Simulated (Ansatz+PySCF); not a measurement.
Results of a calculation; reference values are marked as such.
Input for Ansatz (development build ahead of 0.2.0):

```yaml
crystal:
  periodic: [false, false, false]
  atoms:
    - { symbol: C, position_ang: [0.03056, 0.00431, -0.03933] }
    - { symbol: H, position_ang: [0.66074, 0.61981, 0.67378] }
    - { symbol: H, position_ang: [0.68276, -0.63754, -0.64442] }
    - { symbol: H, position_ang: [-0.59546, 0.61695, -0.60705] }
    - { symbol: H, position_ang: [-0.67409, -0.62323, 0.60613] }
basis:
  gaussian: { orbitals: def2-SVP }
hamiltonian:
  xc: hf
correlation:
  method: mp2
  frozen_orbitals: { C: 1, H: 0 }
scf:
  omitted_lower_state_checks: [stability, starts, atomic_configurations, cluster_reference, orbital_swaps, given_window_search, neighbouring_geometries, increment]
```

The input is written out in the form of the current development build from the run's settings.

The run gave:

```
Converged                       : yes
Reference energy                : -40.16383 hartree
Correlation energy              : -0.16179 hartree
Total energy                    : -40.32562 hartree
Spin squared of the determinant : 0.000
```
